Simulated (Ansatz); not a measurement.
# SiNO (doublet): inputs that go wrong at a displaced geometry (v1)

4 inputs are run for SiNO (doublet) as typed; the log has to tell whether the result can be used and what must change.

The runs use Ansatz 0.2.0, Gaussian basis; the settings change from run to run.

17 further runs of the same task are left out: 2 for a known fault of the program, 8 that didn't finish, 7 set aside as unsound or not needed.

**1. The system**

The geometry is a PBE0/def2-TZVP stationary point (not a proven minimum) with its atoms shifted at random (size 0.040 Å).

3 atoms, charge 0, spin multiplicity 2.

Atoms are counted from 1 here; the program's logs count them from 0.

Bond lengths: N1–Si2 1.651 Å, Si2–O3 1.554 Å. Angles: N1–Si2–O3 176.7°.

**2. Try 1**

Contents of in.yaml:

```yaml
crystal:
  periodic: [false, false, false]
  atoms:
    - {symbol: N, position_ang: [-0.015433, -0.009008, 1.617940]}
    - {symbol: Si, position_ang: [-0.016266, -0.025151, -0.033013]}
    - {symbol: O, position_ang: [0.031698, 0.034159, -1.584927]}
basis:
  gaussian: {orbitals: cc-pVDZ}
correlation: {active_space: {window: {electrons: 3, orbitals: 3}}}
scf: {lower_state_search: light}
magnetization: {spin_polarized: true, initial_magnetization: 1}
```

Run with:

```
$ ansatz run in.yaml --threads 1 --pin off --events-out ev --progress --plain --max-ram 2393MiB
```

What it wrote:

```text
Error: invalid value for `correlation.active_space`: it starts from restricted Hartree–Fock orbitals; set hamiltonian.xc: hf without magnetization.spin_polarized
```

Run time: 0.03 s. Hardware: 1 thread of AMD EPYC 9R45, shared host.

**Diagnosis.** The run was refused. An active space is asked on unrestricted orbitals. To mend it, drop spin_polarized: true.

**3. Try 2**

Contents of in.yaml:

```yaml
crystal:
  periodic: [false, false, false]
  atoms:
    - {symbol: N, position_ang: [-0.015433, -0.009008, 1.617940]}
    - {symbol: Si, position_ang: [-0.016266, -0.025151, -0.033013]}
    - {symbol: O, position_ang: [0.031698, 0.034159, -1.584927]}
basis:
  gaussian: {orbitals: STO-3G}
magnetization: {spin_polarized: false, initial_magnetization: 1}
correlation: {active_space: {window: {electrons: 3, orbitals: 3}, states: [{multiplicity: 2, irrep: 12, weights: [1]}]}}
```

The command is unchanged.

What it wrote:

```text
Functional definition: HF
  name "HF"
  cite "Fock, Z. Phys. 61, 126 (1930) doi:10.1007/BF01340294"
  parent pbe
  exchange = exact_x
  correlation = 0
the irreps are read with x along [-0.004, 0.003, 1.000], y along [-0.548, -0.837, 0.000] and z along [0.837, -0.548, 0.005] of the geometry given
321 factors; integrals over basis functions are off by at most 2.8e-8 eV
mean field evaluation 1: about -11232.7776 eV, gradient 3.6e1 eV
mean field evaluation 2: about -11232.8022 eV, gradient 3.6e1 eV
mean field evaluation 4: about -11237.4991 eV, gradient 7.7e0 eV
mean field evaluation 8: about -11237.8589 eV, gradient 1.5e-1 eV
mean field evaluation 16: about -11237.8557 eV, gradient 3.5e-1 eV
mean field evaluation 32: about -11237.8579 eV, gradient 5.1e-2 eV
mean field evaluation 64: about -11237.8572 eV, gradient 4.5e-2 eV
mean field evaluation 96: about -11237.8595 eV, gradient 1.1e-2 eV
mean field evaluation 128: about -11237.8217 eV, gradient 1.5e0 eV
mean field evaluation 160: about -11237.8300 eV, gradient 1.3e0 eV
mean field evaluation 192: about -11230.9812 eV, gradient 1.3e1 eV
mean field evaluation 224: about -11237.8572 eV, gradient 1.3e-6 eV
mean field -11237.85809613 eV, -412.9836677391 hartree, gradient 2.0e-6 eV, S^2 0.750000; 9 other end points of the search recorded, 0 dependent functions left out
reference -11237.85809613 eV, -412.9836677391 hartree; 15, 14 occupied and 4, 5 virtual orbitals, 321 factors
Error: the irrep 12 is not accepted for these orbitals, which take A', A'', or 1 to 2
```

Wall time 0.45 s (1 thread of AMD EPYC 9R45, shared host).

**Diagnosis.** The run stopped with an error. The symmetry label isn't in the molecule's group. Fix: name an irrep that the log lists.

**4. Try 3**

Contents of in.yaml:

```yaml
crystal:
  periodic: [false, false, false]
  atoms:
    - {symbol: N, position_ang: [-0.015433, -0.009008, 1.617940]}
    - {symbol: Si, position_ang: [-0.016266, -0.025151, -0.033013]}
    - {symbol: O, position_ang: [0.031698, 0.034159, -1.584927]}
basis:
  gaussian: {orbitals: def2-SVP, point_charges: [{charge: -1.00, position_ang: [3.857, 0.862, 0.167]}]}
magnetization: {spin_polarized: false, initial_magnetization: 1}
correlation: {active_space: {window: {electrons: 3, orbitals: 3}, states: [{multiplicity: 2, weights: [1, 1]}], root: 5}}
```

Same command.

What it wrote:

```text
Error: the active space averages no state 5, counted from zero
```

Wall time 0.03 s (1 thread of AMD EPYC 9R45, shared host).

**Diagnosis.** The run was refused. The root asked for lies beyond the states averaged. Fix: average more states or name a lower root.

**5. Try 4**

Contents of in.yaml:

```yaml
crystal:
  periodic: [false, false, false]
  atoms:
    - {symbol: N, position_ang: [0.283734, 0.274849, -0.033013]}
    - {symbol: Si, position_ang: [-0.016266, -0.025151, -0.033013]}
    - {symbol: O, position_ang: [0.031698, 0.034159, -1.584927]}
basis:
  gaussian: {orbitals: cc-pVDZ}
magnetization: {spin_polarized: false, initial_magnetization: 1}
correlation: {method: mp2, electrons: outside_noble_gas}
scf: {lower_state_search: light}
```

Launched as before.

What it wrote, shortened:

```text
Functional definition: HF
  name "HF"
  cite "Fock, Z. Phys. 61, 126 (1930) doi:10.1007/BF01340294"
  parent pbe
[...]
457 factors; integrals over basis functions are off by at most 9.8e-4 eV
[...]
a density is far from that of the atoms, so the factors are made again for it
503 factors; integrals over basis functions are off by at most 5.3e-4 eV
[...]
mean field -10899.64791227 eV, -400.5546727294 hartree, gradient 1.7e-6 eV, S^2 0.750000; 8 other end points of the search recorded, 0 dependent functions left out
[...]
7 core orbitals not correlated: weight in the atoms' cores, before any rotation towards them, 0.977 or more for the frozen orbitals, at most 0.018 for the correlated occupied ones
reference -10899.64791227 eV, -400.5546727294 hartree; 8, 7 occupied and 31, 32 virtual orbitals, 503 factors
second order -7.85012933 eV of doubles, -0.08886991 eV of singles
Total energy: -10907.58691152 eV, -400.8464255702 hartree
```

It took 1.2 s on 1 thread of AMD EPYC 9R45, shared host.

Diagnosis: The run converged, which proves nothing about the input. One atom lies on top of another. The shortest distance is 0.42 Å, against 1.55 Å in the geometry of step 1. Its energy belongs to another geometry. To mend it, restore its position.

**6. How the runs ended**

| try | level | ended | cause | time |
| --- | --- | --- | --- | --- |
| 1 | CASSCF(3,3)/cc-pVDZ | refused | an active space is asked on unrestricted orbitals | 0.03 s |
| 2 | CASSCF(3,3)/STO-3G | stopped by an error | the symmetry label isn't in the molecule's group | 0.45 s |
| 3 | CASSCF(3,3)/def2-SVP | refused | the root asked for lies beyond the states averaged | 0.03 s |
| 4 | MP2 on ROHF/cc-pVDZ | converged | one atom lies on top of another | 1.2 s |

2 refused, 1 stopped by an error, 1 converged. The input that converges on a wrong geometry or spin is the dangerous one: no error points at it, so geometry and ⟨S²⟩ have to be checked.
